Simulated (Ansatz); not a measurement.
Relaxation of CH6BO (9 atoms, charge 0, multiplicity 2), to a largest force component of 0.03 eV/Å in at most 50 steps.

Computed with Ansatz, UKS PBE/6-31G*.

```xyz
9
Properties=species:S:1:pos:R:3:forces:R:3
B 0.013 -0.088 -0.161 0.01 0.03 -0.36
H -0.088 -0.168 1.035 0.00 -0.02 0.20
H 1.047 0.187 -0.719 -0.02 -0.01 0.00
O -1.064 -0.297 -0.970 0.01 0.00 0.00
H -1.861 -0.509 -0.444 -0.01 0.00 -0.02
C 0.006 0.007 3.341 -0.01 -0.02 0.15
H -0.545 -0.928 3.450 0.02 0.03 0.02
H 1.091 -0.011 3.234 -0.01 0.00 0.02
H -0.520 0.961 3.390 0.00 -0.01 0.00
```

Q: Where does it end, and by what steps?

A: The forces met the threshold. The force dipped under the threshold on the way, but the program's further checks kept it going. After 42 steps the energy has fallen by 0.239 eV; H5 moved furthest, 1.92 Å.

| step | energy less start (eV) | largest force component (eV/Å) | accepted |
| --- | --- | --- | --- |
| 0 | 0.0000 | 0.364 | yes |
| 2 | -0.0111 | 0.165 | yes |
| 4 | -0.0398 | 0.129 | yes |
| 6 | -0.0445 | 0.045 | yes |
| 8 | -0.0459 | 0.087 | no |
| 10 | -0.0471 | 0.105 | yes |
| 12 | -0.0478 | 0.008 | yes |
| 14 | -0.0479 | 0.126 | no |
| 16 | -0.0484 | 0.066 | yes |
| 18 | -0.0487 | 0.069 | yes |
| 20 | -0.0494 | 0.062 | yes |
| 22 | -0.0497 | 0.142 | yes |
| 24 | -0.0514 | 0.062 | yes |
| 26 | -0.0534 | 0.065 | yes |
| 28 | -0.0570 | 0.224 | yes |
| 30 | -0.0616 | 0.188 | yes |
| 32 | -0.0720 | 0.421 | yes |
| 34 | -0.1218 | 0.523 | yes |
| 36 | -0.1950 | 0.620 | yes |
| 38 | -0.2267 | 0.408 | yes |
| 40 | -0.2388 | 0.076 | yes |
| 42 | -0.2393 | 0.004 | yes |

```xyz
9
Properties=species:S:1:pos:R:3
B 0.267 -0.066 -0.438
H 1.284 0.083 0.207
H 0.267 -0.093 -1.644
O -0.938 -0.212 0.166
H -0.863 -0.180 1.161
C -0.502 -0.098 3.106
H -0.943 -1.064 3.362
H 0.574 -0.032 2.928
H -1.067 0.815 3.306
```

Whether the end is a true minimum wasn't checked by a vibrational analysis.

Run time: 87 s on 1 thread of Arm Neoverse V2, on a shared host, peak memory 0.14 GiB.
